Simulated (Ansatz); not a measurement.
Seven cases of atomisation energy with Al to Br (electronic energies, kcal/mol); geometries: B3LYP-D3(BJ)/def2-TZVP. The cases were drawn at random from those of this class that have a high level and all functionals, leaving out states under which another spin lies or may lie. Left out are anions, K, Ca, elements past Kr, ionisation of Li, Na and Mg, pi-pi* triplets of linear molecules and other triplets made from a closed-shell parent. Runs that doubt their state, and full CI more than 15 mEh from coupled cluster, are set aside; a case stays where another high level and all functionals remain. AFQMC serves as high level only in triple zeta or larger, with a steady walk, a bar under 0.8 kcal/mol and agreement with other high levels or trials where they ran; where none ran, an unstable determinant or (outside 3d species) a high T1 diagnostic also bars it, so strongly correlated cases are thinned. No case was kept or dropped by the size of a functional's miss. High levels with a bar over 0.5 kcal/mol are left out too, and the seventh case lies inside the range of the six. Affinities count positive where energy is released, gaps as the second state minus the first. PBE is by Ansatz (a program for electronic structure) in def2-TZVPD. High levels (Ansatz): P = CCSD(T)/CBS(cc-pV(Q+d)Z,cc-pV(5+d)Z) + [CCSDT(Q) - CCSD(T)]/cc-pV(Q+d)Z + [CCSDTQ - CCSDT(Q)]/cc-pV(D+d)Z + core + X2C; Q = CCSD(T)/CBS(cc-pV(Q+d)Z,cc-pV(5+d)Z) + [CCSDT(Q) - CCSD(T)]/cc-pV(T+d)Z + core + X2C; R = CCSD(T)/CBS(cc-pV(T+d)Z,cc-pV(Q+d)Z) + [CCSDT(Q) - CCSD(T)]/cc-pV(D+d)Z + core + X2C; S = CCSD(T)/CBS(cc-pVQZ,cc-pV5Z) + [CCSDT(Q) - CCSD(T)]/cc-pVDZ. UHF or UKS for unpaired electrons; spin-orbit terms are left out. Correlated methods leave the cores frozen (noble-gas shells, and filled d and f shells in the p block). Rows without X2C or -DK are non-relativistic. CBS(X,Y): correlation extrapolated as X^-3, Hartree-Fock from the larger set (Q,5: extrapolated as (X+1)exp(-9√X)). A bracket is a step between two methods taken in the basis named. The functionals are non-relativistic, so their misses hold any scalar relativity. 'core' is core correlation in cc-pwCVTZ (1s frozen past Ne), 'X2C' scalar relativity in cc-pVTZ-DK, both at CCSD(T). Where a partner has so few electrons that a lower coupled-cluster level is exact, that level stands in. Spin-orbit terms, left out, reach several kcal/mol for Br and I, and more for heavier atoms.

```csv
case,PBE,level,high level
"BClF (SMILES Cl[B]F, doublet)",262.7,Q,249.4
"OCl (SMILES [O]Cl, doublet)",81.0,P,65.5
"H3SiO (SMILES O[SiH2], doublet)",363.8,Q,364.9
"C3H7Cl (1-chloropropane, SMILES CCCCl)",998.2,R,988.7
"BBrF (SMILES [B](F)Br, doublet)",247.7,S,233.2
"CS2 (methanedithione, SMILES S=C=S)",301.6,Q,280.8
"SiF3 (SMILES F[Si](F)F, doublet)",409.2,R,withheld
```

Task: Fit a straight line from PBE to the high level over the first six rows by least squares, predict the seventh, and compare with the calculation.

Result: Means: PBE 375.83, high level 363.75. Sxx = 509140, Sxy = 512691, slope 1.0070, intercept -14.71 kcal/mol; residual standard deviation 7.9 kcal/mol. Seventh row: 1.0070·(409.2) -14.71 = 397.4 kcal/mol. The calculation gave 407.2 kcal/mol: the line differs from it by -9.8, PBE itself by +2.0.
